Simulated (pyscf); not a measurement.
Routes from H₂N–SiH₂–NH₂ + water (H₂O)

Candidate steps break at most two bonds and form at most two. Each was searched with GFN2-xTB (tblite) first. Optimised with ωB97X-D3(BJ)/def2-SVP in PySCF. Energies: ωB97M-D3(BJ)/def2-TZVP, kcal/mol, from the separated reactants, singlet surface; ΔG‡ with ideal gas, 1 atm, RRHO with modes under 100 cm⁻¹ raised to 100, one conformer, R ln 2 for chiral ones without a mode under 150 cm⁻¹.

```csv
products,type,ΔE‡,ΔE,ΔG‡ 298 K,ΔG‡ 900 K,ν‡ (cm⁻¹)
NH₃ + H₂N–SiH₂–OH,four-centre exchange,19.1,-11.5,30.6,54.8,727i
H₂N–SiH(NH₂)–OH + H₂,four-centre exchange,24.7,-24.4,34.8,57.7,1140i
H₂N–SiH₂–NH₂ + H₂O,four-centre exchange,43.9,0.0,51.1,71.3,2147i
```

Row 1: On the reactant side the descent ends in a complex, 4.9 kcal/mol under the separated species and 24.3 kcal/mol under the saddle at ωB97X-D3(BJ)/def2-TZVP. On the product side the descent ends in a complex (not fully relaxed), 4.1 kcal/mol under the separated species and 34.7 kcal/mol under the saddle at ωB97X-D3(BJ)/def2-TZVP. Row 2: On the reactant side the descent ends in a complex, 5.0 kcal/mol under the separated species and 30.4 kcal/mol under the saddle at ωB97X-D3(BJ)/def2-TZVP. Row 3: On the reactant side the descent ends in a complex (not fully relaxed), 4.9 kcal/mol under the separated species and 49.5 kcal/mol under the saddle at ωB97X-D3(BJ)/def2-TZVP. On the product side the descent ends in a complex, 7.8 kcal/mol under the separated species and 52.4 kcal/mol under the saddle at ωB97X-D3(BJ)/def2-TZVP. 

Plain bond fissions and candidates not yet searched are not listed, and one of them may be faster. Each barrier is that of the saddle found; lower ones may exist.
